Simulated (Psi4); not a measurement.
# [AlH4]− (SMILES [H][Al-]([H])([H])[H]) in Psi4

Aim: a single-point energy of [AlH4]−.

The calculation is run with Psi4 1.11.

6 further runs of the same task are left out: 2 that didn't finish, 4 set aside as unsound or not needed.

### Step 1. The molecule

[AlH4]− has 5 atoms, charge -1, and is taken as a singlet. SMILES: `[H][Al-]([H])([H])[H]`. Geometry: a GFN2-xTB relaxation, a rough one for these elements and not checked as a minimum.

Bond lengths: Al1–H2 1.627 Å, Al1–H3 1.628 Å, Al1–H4 1.628 Å, Al1–H5 1.628 Å. Angles: H2–Al1–H3 109.3°, H2–Al1–H4 109.4°, H2–Al1–H5 109.6°, H3–Al1–H4 109.3°, H3–Al1–H5 109.5°, H4–Al1–H5 109.6°.

### Step 2. The run

calc.py reads:

```python
import psi4

psi4.set_memory('10 MB')
psi4.set_num_threads(1)
psi4.core.set_output_file('alh4.out', False)

geom = psi4.geometry("""
-1 1
Al    -0.00274010    -0.00204090    -0.00001890
H      0.02430188    -0.03650951     3.07471669
H      2.89135656     0.02456644    -1.04479178
H     -1.46247795     2.52112142    -0.98292215
H     -1.45044039    -2.50713744    -1.04700276
units au
symmetry c1
""")

psi4.set_options({
    'scf_type': 'df',
    'num_frozen_docc': 0,
})

e = psi4.energy("bccd(t)/LANL2DZ", molecule=geom)
print(f'bccd(t)/LANL2DZ energy: {e:.10f} Eh')
for k, v in sorted(psi4.core.scalar_variables().items()):
    print(f'{k:45s} {v:18.10f}')
```

Run with:

```bash
$ python calc.py
```

stdout:

```text
psi4.driver.p4util.exceptions.ValidationError: set_memory(): Requested 9.54 MiB (10.0 MB); minimum 250 MiB (263 MB). Please, sir, I want some more.
```

Run time: 0.54 s. Hardware: 1 thread of AMD EPYC 9R45 (Zen 5), shared host; peak memory 0.13 GiB.

### Step 3. Reading the log

The input was rejected.

The telling line is `psi4.driver.p4util.exceptions.ValidationError: set_memory(): Requested 9.54 MiB`. What is wrong: too little memory is allowed.
